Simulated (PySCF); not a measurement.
These are PBE-D3(BJ)/def2-TZVP // PBE0-D4/def2-TZVP (PySCF) values and carry that method's errors. Isolated molecules, 0 K electronic values unless said otherwise. Excitations are Tamm–Dancoff values on a coarser integration grid. The basis has no diffuse functions, so Rydberg states are missing or too high.

Reference species (SMILES): `ClB(Cl)Br` (neutral, multiplicity 1).

- T1 excitation (TDA) = 4.50 eV
- S1 excitation (TDA) = 4.67 eV
- S1–T1 gap (TDA) = 0.17 eV
- LUMO = -2.72 eV

Changed species: `ClB(Cl)Cl` (0 of 3 Cl replaced by Br; the reference has 1 of 3 Cl replaced by Br).

**Question.** Predict the effect on the T1 excitation (TDA), S1 excitation (TDA), S1–T1 gap (TDA) and LUMO.

**Answer.** the T1 excitation (TDA) goes up by 0.43 eV, to 4.93 eV; the S1 excitation (TDA) rises by 0.45 eV, to 5.12 eV; the S1–T1 gap (TDA) hardly moves; the LUMO rises by 0.11 eV, to -2.61 eV.
